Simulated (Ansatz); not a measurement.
# CH2NSi: the cost of one run

Program: Ansatz 0.2.0. Level of theory: UHF/def2-SVP. These are calculated values, not measurements.

## Step 1: The system as given

Bond lengths: N1–C2 1.218 Å, C2–Si3 1.789 Å, N1–H4 1.009 Å, Si3–H5 1.473 Å. Angles: N1–C2–Si3 155.8°, C2–N1–H4 131.5°, C2–Si3–H5 101.9°.

Coordinates:

```xyz
5

N    -1.3084   -0.5634   -0.1792
C    -0.2687    0.0119    0.0870
Si    1.4430    0.1380    0.5914
H    -1.5609   -1.1681   -0.9470
H     1.6950    1.5817    0.4479
```

## Step 2: End point A

Contents of input.yaml:

```yaml
crystal:
  periodic: [false, false, false]
  atoms:
    - { symbol: "N", position_ang: [-1.30839, -0.56342, -0.17923] }
    - { symbol: C, position_ang: [-0.26868, 0.0119, 0.08697] }
    - { symbol: Si, position_ang: [1.44297, 0.138, 0.59136] }
    - { symbol: H, position_ang: [-1.56092, -1.16814, -0.94705] }
    - { symbol: H, position_ang: [1.69502, 1.58167, 0.44794] }
magnetization:
  spin_polarized: true
  initial_magnetization: 1
basis:
  gaussian: { orbitals: def2-SVP }
hamiltonian:
  xc: hf
relax:
  f_tol: 0.02
  max_steps: 50
```

Command:

```console
> ansatz run input.yaml --threads 1 --pin off --max-ram 2048MiB --backend cpu --events-out ev --progress --plain --runs-dir out
```

What time and memory should one allow on 1 thread of an Arm CPU, shared host?

About 16 s, with a peak of 0.11 GiB.
